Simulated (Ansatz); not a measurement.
A nudged elastic band was laid between two geometries of C3H2O (6 atoms, charge 0, multiplicity 1).

Theory: RKS LDA/def2-SVP in Ansatz 0.2.0.

```json
{"movable images": "5", "climbing image": "yes", "spring": "5.0 eV/Å²", "optimiser": "quadratic models (default)", "start path": "through a guess of the saddle point", "force threshold": "0.05 eV/Å", "iteration limit": "60", "end points": "relaxed"}
```

First end point:

```xyz
6
Properties=species:S:1:pos:R:3
C -0.364 1.076 -1.038
C -0.091 0.200 -0.231
C 0.269 -0.803 0.735
O -0.326 -1.847 0.888
H -0.621 1.844 -1.761
H 1.176 -0.534 1.359
```

Last end point:

```xyz
6
Properties=species:S:1:pos:R:3
C -0.493 1.156 -1.203
C -0.057 0.399 -0.330
C 0.628 -0.250 0.692
O 0.139 -1.418 1.020
H -0.873 1.824 -1.969
H 0.698 -1.776 1.743
```

Which bonds break or form, and what moves?

Bonds broken: C3–H6. Bonds formed: O4–H6.

Give the energies along the band, and the barrier.

It converged. The highest image is number 3 of 0 to 6, 3.13 eV above the first end and 1.15 eV above the last; the last end lies 1.98 eV above the first. Neighbouring images differ by up to 1.5 eV, so the band resolves the path poorly. A vibrational analysis at the climbing image gives one clearly imaginary mode, 1785i cm⁻¹: a first-order saddle point. The orbitals stay closed-shell, which can raise the energy where a bond breaks towards radicals; this wasn't checked here.

| image | path coordinate (Å) | energy (eV) | C3–H6 (Å) | O4–H6 (Å) |
| --- | --- | --- | --- | --- |
| 0 | 0.00 | 0.00 | 1.13 | 2.05 |
| 1 | 0.36 | 0.25 | 1.12 | 1.90 |
| 2 | 0.73 | 1.78 | 1.13 | 1.56 |
| 3 | 1.10 | 3.13 | 1.27 | 1.19 |
| 4 | 1.39 | 2.54 | 1.52 | 1.00 |
| 5 | 1.69 | 2.06 | 1.77 | 0.98 |
| 6 | 1.99 | 1.98 | 1.85 | 0.98 |

What is the geometry of the highest image?


```xyz
6
Properties=species:S:1:pos:R:3
C -0.448 1.144 -1.154
C -0.118 0.302 -0.319
C 0.436 -0.492 0.687
O -0.013 -1.672 1.031
H -0.746 1.882 -1.892
H 0.930 -1.228 1.601
```

Time of the run: 99 s on 1 thread of Intel(R) Xeon(R) Processor @ 2.50GHz (Skylake/Cascade Lake), on a shared host, peak memory 0.12 GiB.
